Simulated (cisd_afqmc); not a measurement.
Input (AFQMC/CISD/cc-pV(T+d)Z; cisd_afqmc is a phaseless AFQMC code with CISD trial states that reads the integrals written by Ansatz): A basis named .json is the Basis Set Exchange file of that set.

Ansatz 0.2 input:
```python
import cisd_afqmc

open("ham.yaml", "w").write("""\
crystal:
  periodic: [false, false, false]
  atoms:
    - {symbol: S, position_ang: [0.00184013, 0.00030176, 0.10309296]}
    - {symbol: H, position_ang: [-0.00752722, 0.96781232, -0.82771199]}
    - {symbol: H, position_ang: [-0.02191490, -0.97264043, -0.82177540]}
basis:
  gaussian:
    orbitals: cc-pV_T+d_Z.json
magnetization: {spin_polarized: false}
correlation: {method: ccsd, electrons: outside_noble_gas, hamiltonian_folder: ham}
""")
rep = cisd_afqmc.ansatz("ham.yaml")
e_ccsd = rep["correlation"]["coupled_cluster"]["energy"]["hartree"]
out = cisd_afqmc.run("ham", e_ccsd, trial="CISD", walkers=100, populations=8, threads=8, dt=0.005, steps=40, early=24, settle=10, least=32,
    cut=5e-5, rank_cut=2e-4, target=0.0004, seconds=1500, seed=1, memory=17280, gpu=False)
```

Output:

```
orbitals 62, occupied [4], factors 316 of 373, rank of the doubles 107 of 232
E(HF) = -398.714933
E(CCSD) on the cut factors = -398.930139, shift to the whole factors -0.000008
Energy of the trial state on the determinant = -398.930079
  tau behind 7.2 of longer steps, mean of the populations' last blocks
   2.0  -398.93859
   4.0  -398.93925
   6.0  -398.93851
   8.0  -398.93849
blocks 319 (0 outliers left out), error by blocks joined: 1: 0.00011, 2: 0.00013, 4: 0.00016, 8: 0.00017, 16: 0.00019
E(AFQMC/CISD) = -398.93873 +/- 0.00019
```
